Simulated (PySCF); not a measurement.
# PBE/6-311+G(d,p) run of HNO3 (peroxynitrous acid)

What is the energy change on altering one bond length of HNO3 (peroxynitrous acid) at PBE/6-311+G**? The job is set up through a Python script.

Program for the calculation: PySCF 2.14.0.

1 further run of the same task is left out (set aside as unsound or not needed).

## Step 1: Starting point

HNO3 has 5 atoms, charge 0, and is taken as a singlet. SMILES: `O=NOO`. The shape is that of a PBE0-D4/def2-TZVP optimisation. This is one conformer, not always the lowest.

Bond lengths: O1–N2 1.180 Å, N2–O3 1.353 Å, O3–O4 1.401 Å, O4–H5 0.984 Å. Angles: O1–N2–O3 114.6°, N2–O3–O4 114.1°, O3–O4–H5 101.0°.

## Step 2: A single-point energy at PBE/6-311+G(d,p)

Contents of input.py:

```python
from pyscf import gto, dft

mol = gto.M(
    atom='''
O      0.136350    -0.835310     0.979060
N     -0.871770    -0.628300     0.400790
O     -0.775090     0.288530    -0.589000
O      0.508600     0.826880    -0.747550
H      1.001920     0.348200    -0.043280
''',
    basis='6-311+g**',
    verbose=4,
    max_memory=1860,
)

mf = dft.RKS(mol)
mf.xc = 'pbe'
mf.conv_tol = 1e-10
mf.grids.level = 5
mf.kernel()
if not mf.converged:
    mf = mf.newton().run(mf.mo_coeff, mf.mo_occ)

energy = mf.e_tot
print('E = %.10f Eh' % energy)
```

Started as:

```console
$ OMP_NUM_THREADS=1 python input.py
```

The log of the run:

```text
PySCF version 2.14.0

[INPUT] num. atoms = 5
[INPUT] num. electrons = 32
[INPUT] charge = 0
[INPUT] spin (= nelec alpha-beta = 2S) = 0
[INPUT] symmetry False subgroup None
[INPUT] Mole.unit = angstrom
[INPUT] Symbol           X                Y                Z      unit          X                Y                Z       unit  Magmom
[INPUT]  1 O      0.136350000000  -0.835310000000   0.979060000000 AA    0.257664157084  -1.578507129110   1.850155259517 Bohr   0.0
[INPUT]  2 N     -0.871770000000  -0.628300000000   0.400790000000 AA   -1.647406543612  -1.187314924064   0.757383333464 Bohr   0.0
[INPUT]  3 O     -0.775090000000   0.288530000000  -0.589000000000 AA   -1.464707821889   0.545242678721  -1.113048687369 Bohr   0.0
[INPUT]  4 O      0.508600000000   0.826880000000  -0.747550000000 AA    0.961114706954   1.562576737880  -1.412664764419 Bohr   0.0
[INPUT]  5 H      1.001920000000   0.348200000000  -0.043280000000 AA    1.893354398724   0.658002636574  -0.081787346671 Bohr   0.0

nuclear repulsion = 124.505206417119
number of shells = 44
number of NR pGTOs = 148
number of NR cGTOs = 94
basis = 6-311+g**
ecp = {}

******** <class 'pyscf.dft.rks.RKS'> ********
method = RKS
initial guess = minao
damping factor = 0
level_shift factor = 0
DIIS = <class 'pyscf.scf.diis.CDIIS'>
diis_start_cycle = 1
diis_space = 8
diis_damp = 0
SCF conv_tol = 1e-10
SCF conv_tol_grad = None
SCF max_cycles = 50
direct_scf = True
direct_scf_tol = 1e-13
XC library pyscf.dft.libxc version 7.0.0
    S. Lehtola, C. Steigemann, M. J.T. Oliveira, and M. A.L. Marques.,  SoftwareX 7, 1–5 (2018)
XC functionals = pbe
    J. P. Perdew, K. Burke, and M. Ernzerhof.,  Phys. Rev. Lett. 77, 3865 (1996)
    J. P. Perdew, K. Burke, and M. Ernzerhof.,  Phys. Rev. Lett. 78, 1396 (1997)
    J. P. Perdew, K. Burke, and M. Ernzerhof.,  Phys. Rev. Lett. 77, 3865 (1996)
    J. P. Perdew, K. Burke, and M. Ernzerhof.,  Phys. Rev. Lett. 78, 1396 (1997)
radial grids:
    Treutler-Ahlrichs [JCP 102, 346 (1995); DOI:10.1063/1.469408] (M4) radial grids

becke partition: Becke, JCP 88, 2547 (1988); DOI:10.1063/1.454033
pruning grids: <function nwchem_prune>
grids dens level: 5
symmetrized grids: False
atomic radii adjust function: <function treutler_atomic_radii_adjust>
small_rho_cutoff = 0
Set gradient conv threshold to 1e-05
Initial guess from minao.
tot grids = 194592
init E= -281.32954782057
  HOMO = -0.293859647756368  LUMO = -0.119235855977193  gap/eV = 4.75176
cycle= 1 E= -280.50226744116  delta_E= 0.827  |g|= 0.973  |ddm|= 2.11
  HOMO = -0.189474403994964  LUMO = -0.131064979765995  gap/eV = 1.58940
cycle= 2 E= -279.060674513682  delta_E= 1.44  |g|= 2.92  |ddm|= 2.17
  HOMO = -0.251443836999351  LUMO = -0.109357607095475  gap/eV = 3.86636
cycle= 3 E= -280.612923133486  delta_E= -1.55  |g|= 0.523  |ddm|= 1.77
  HOMO = -0.267867545605409  LUMO = -0.146491363436397  gap/eV = 3.30281
cycle= 4 E= -280.641680006397  delta_E= -0.0288  |g|= 0.362  |ddm|= 0.565
  HOMO = -0.283877840159059  LUMO = -0.142525741170225  gap/eV = 3.84639
cycle= 5 E= -280.656209320775  delta_E= -0.0145  |g|= 0.235  |ddm|= 0.328
  HOMO = -0.279850116048947  LUMO = -0.144064941627732  gap/eV = 3.69490
cycle= 6 E= -280.665709677269  delta_E= -0.0095  |g|= 0.078  |ddm|= 0.179
  HOMO = -0.279023292417976  LUMO = -0.139280317904664  gap/eV = 3.80260
cycle= 7 E= -280.666958089642  delta_E= -0.00125  |g|= 0.00855  |ddm|= 0.0543
  HOMO = -0.280196176364738  LUMO = -0.140357765171686  gap/eV = 3.80520
cycle= 8 E= -280.666969958506  delta_E= -1.19e-05  |g|= 0.00255  |ddm|= 0.00672
  HOMO = -0.279944721938466  LUMO = -0.139966972569553  gap/eV = 3.80899
cycle= 9 E= -280.666971198943  delta_E= -1.24e-06  |g|= 0.000375  |ddm|= 0.00224
  HOMO = -0.279956964000041  LUMO = -0.139982478370619  gap/eV = 3.80890
cycle= 10 E= -280.6669712253  delta_E= -2.64e-08  |g|= 5.36e-05  |ddm|= 0.000342
  HOMO = -0.279955921936497  LUMO = -0.139981628998861  gap/eV = 3.80889
cycle= 11 E= -280.666971225788  delta_E= -4.88e-10  |g|= 9.92e-06  |ddm|= 4.62e-05
  HOMO = -0.279955861877883  LUMO = -0.139981582827481  gap/eV = 3.80889
cycle= 12 E= -280.666971225804  delta_E= -1.6e-11  |g|= 1.68e-06  |ddm|= 7.89e-06
  HOMO = -0.279955536947212  LUMO = -0.139981702235275  gap/eV = 3.80888
Extra cycle  E= -280.666971225799  delta_E= 5.46e-12  |g|= 6.05e-06  |ddm|= 5.1e-06
converged SCF energy = -280.666971225799
E = -280.6669712258 Eh
```

Wall time 15 s (1 thread of Arm Neoverse V1, shared host); peak memory 0.46 GiB.

## Step 3: The distorted shape

Contents of run.py:

```python
from pyscf import gto, dft

system = gto.M(
    atom=[
    ('O', (-0.505486, -1.104481, 1.058334)),
    ('N', (-1.513606, -0.897471, 0.480064)),
    ('O', (-1.416926, 0.019359, -0.509726)),
    ('O', (0.508600, 0.826880, -0.747550)),
    ('H', (1.001920, 0.348200, -0.043280)),
],
    max_memory=1860,
    verbose=3,
    basis='6-311+g**',
)

mf = dft.RKS(system, xc='pbe')
mf.conv_tol = 1e-10
mf.grids.level = 5
mf.kernel()
if not mf.converged:
    mf = mf.newton().run(mf.mo_coeff, mf.mo_occ)

etot = mf.e_tot
print('E = %.10f Eh' % etot)
```

Started as:

```console
$ OMP_NUM_THREADS=1 python run.py
```

The log of the run:

```text
converged SCF energy = -280.626657857221
E = -280.6266578572 Eh
```

Run time: 19 s. Hardware: 1 thread of Arm Neoverse V1, shared host; peak memory 0.46 GiB.

## Step 4: Results

Level: PBE/6-311+G**.

| quantity | value |
| --- | --- |
| first shape: total energy | -280.66697 Eh |
| first shape: dipole moment | 0.92 D |
| first shape: HOMO energy | -7.62 eV |
| first shape: LUMO energy | -3.81 eV |
| first shape: HOMO–LUMO gap | 3.81 eV |
| distorted shape: total energy | -280.62666 Eh |
| distorted shape: dipole moment | 2.00 D |
| distorted shape: HOMO energy | -7.52 eV |
| distorted shape: LUMO energy | -6.73 eV |
| distorted shape: HOMO–LUMO gap | 0.79 eV |
| energy change with the O3–O4 bond stretched from 1.401 to 2.101 Å | 1.097 eV |

What this shows: One bond (distorted shape) is far stretched, which a spin-restricted single reference describes badly; a broken-symmetry solution may lie lower. With the O3–O4 bond stretched from 1.401 to 2.101 Å the energy rises by 1.10 eV (25 kcal/mol). The first shape isn't relaxed at this level, so the change isn't measured from a minimum. A restricted reference can't describe the breaking bond well at this length. Mulliken charges (first shape) run from -0.23 on N2 to +0.25 on H5; in a basis this large or diffuse they mean little.
